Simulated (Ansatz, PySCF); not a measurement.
Potential energy surface of BF3, singlet: umbrella (inversion) coordinate, bond length relaxed. Scanned: angle between the B-F bonds and the threefold axis (90 = planar). Other coordinates (B-F bond length) were minimised at B3LYP/def2-TZVP.

Computed with: RKS-PBE/cc-pVDZ = restricted PBE/cc-pVDZ (Ansatz, an electronic-structure program); wB97X-V/cc-pVDZ (PySCF); CCSD(T) on RHF/cc-pVDZ, 4 core orbitals frozen (PySCF).

Energies relative to the lowest point of each profile, in kcal/mol; the last columns give the difference from CCSD(T):

```json
[
 {"a / °": "90", "RKS-PBE/cc-pVDZ": "0.0", "wB97X-V": "0.0", "CCSD(T)": "0.0", "RKS-PBE/cc-pVDZ − CCSD(T)": "0.0", "wB97X-V − CCSD(T)": "0.0"},
 {"a / °": "93", "RKS-PBE/cc-pVDZ": "0.8", "wB97X-V": "0.9", "CCSD(T)": "1.0", "RKS-PBE/cc-pVDZ − CCSD(T)": "-0.1", "wB97X-V − CCSD(T)": "-0.1"},
 {"a / °": "96", "RKS-PBE/cc-pVDZ": "3.4", "wB97X-V": "3.6", "CCSD(T)": "3.8", "RKS-PBE/cc-pVDZ − CCSD(T)": "-0.5", "wB97X-V − CCSD(T)": "-0.3"},
 {"a / °": "99", "RKS-PBE/cc-pVDZ": "7.6", "wB97X-V": "8.1", "CCSD(T)": "8.7", "RKS-PBE/cc-pVDZ − CCSD(T)": "-1.1", "wB97X-V − CCSD(T)": "-0.6"},
 {"a / °": "102", "RKS-PBE/cc-pVDZ": "13.5", "wB97X-V": "14.4", "CCSD(T)": "15.4", "RKS-PBE/cc-pVDZ − CCSD(T)": "-1.9", "wB97X-V − CCSD(T)": "-1.0"},
 {"a / °": "105", "RKS-PBE/cc-pVDZ": "21.2", "wB97X-V": "22.6", "CCSD(T)": "24.2", "RKS-PBE/cc-pVDZ − CCSD(T)": "-3.0", "wB97X-V − CCSD(T)": "-1.5"},
 {"a / °": "108", "RKS-PBE/cc-pVDZ": "30.8", "wB97X-V": "32.9", "CCSD(T)": "35.0", "RKS-PBE/cc-pVDZ − CCSD(T)": "-4.2", "wB97X-V − CCSD(T)": "-2.1"},
 {"a / °": "111", "RKS-PBE/cc-pVDZ": "42.5", "wB97X-V": "45.3", "CCSD(T)": "48.1", "RKS-PBE/cc-pVDZ − CCSD(T)": "-5.6", "wB97X-V − CCSD(T)": "-2.8"},
 {"a / °": "114", "RKS-PBE/cc-pVDZ": "56.4", "wB97X-V": "60.1", "CCSD(T)": "63.6", "RKS-PBE/cc-pVDZ − CCSD(T)": "-7.2", "wB97X-V − CCSD(T)": "-3.5"},
 {"a / °": "117", "RKS-PBE/cc-pVDZ": "72.9", "wB97X-V": "77.7", "CCSD(T)": "81.9", "RKS-PBE/cc-pVDZ − CCSD(T)": "-9.0", "wB97X-V − CCSD(T)": "-4.2"},
 {"a / °": "120", "RKS-PBE/cc-pVDZ": "92.2", "wB97X-V": "98.3", "CCSD(T)": "103.1", "RKS-PBE/cc-pVDZ − CCSD(T)": "-10.9", "wB97X-V − CCSD(T)": "-4.8"},
 {"a / °": "123", "RKS-PBE/cc-pVDZ": "114.9", "wB97X-V": "122.5", "CCSD(T)": "127.8", "RKS-PBE/cc-pVDZ − CCSD(T)": "-12.9", "wB97X-V − CCSD(T)": "-5.3"},
 {"a / °": "126", "RKS-PBE/cc-pVDZ": "141.3", "wB97X-V": "150.7", "CCSD(T)": "156.2", "RKS-PBE/cc-pVDZ − CCSD(T)": "-15.0", "wB97X-V − CCSD(T)": "-5.5"},
 {"a / °": "129", "RKS-PBE/cc-pVDZ": "171.9", "wB97X-V": "183.6", "CCSD(T)": "188.9", "RKS-PBE/cc-pVDZ − CCSD(T)": "-17.0", "wB97X-V − CCSD(T)": "-5.3"},
 {"a / °": "132", "RKS-PBE/cc-pVDZ": "207.1", "wB97X-V": "221.6", "CCSD(T)": "226.0", "RKS-PBE/cc-pVDZ − CCSD(T)": "-18.9", "wB97X-V − CCSD(T)": "-4.4"}
]
```

RKS-PBE/cc-pVDZ is furthest from CCSD(T) at 132 (-18.9 kcal/mol, below); its mean absolute difference over the points is 7.2 kcal/mol.

wB97X-V is furthest from CCSD(T) at 126 (-5.5 kcal/mol, below); its mean absolute difference over the points is 2.8 kcal/mol.
